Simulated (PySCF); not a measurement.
# Worked example for `[SiH3][S]` (H3SSi•): electron affinity to the singlet anion

The parent is a doublet.

Energies: M06-2X/ma-def2-TZVP (PySCF, density fitting, integration grid level 3) on PBE0-D3(BJ)/ma-def2-SVP structures. Zero-point energies come from unscaled PBE0-D3(BJ)/ma-def2-SVP harmonic frequencies.

```jsonl
{"state": "parent", "structure": "parent", "E / Eh": "-689.433943"}
{"state": "singlet anion", "structure": "parent", "E / Eh": "-689.532753"}
{"state": "singlet anion", "structure": "singlet anion", "E / Eh": "-689.540855"}
{"state": "parent", "structure": "singlet anion", "E / Eh": "-689.425497"}
```

Zero-point energy of the singlet anion less that of the parent: 0.000 eV. 1 Eh = 27.2114 eV.

Problem. Work out the vertical and adiabatic electron affinity.

Solution. Vertical: (-689.433943) − (-689.532753) = 0.098810 Eh = 2.69 eV. Adiabatic: 0.106912 Eh = 2.909 eV, and 2.91 eV with zero-point energy.

Problem. And the inner reorganisation energy of self-exchange?

Solution. The singlet anion relaxes by 220.5 meV and the parent by 229.8 meV, so λ = 450 meV.
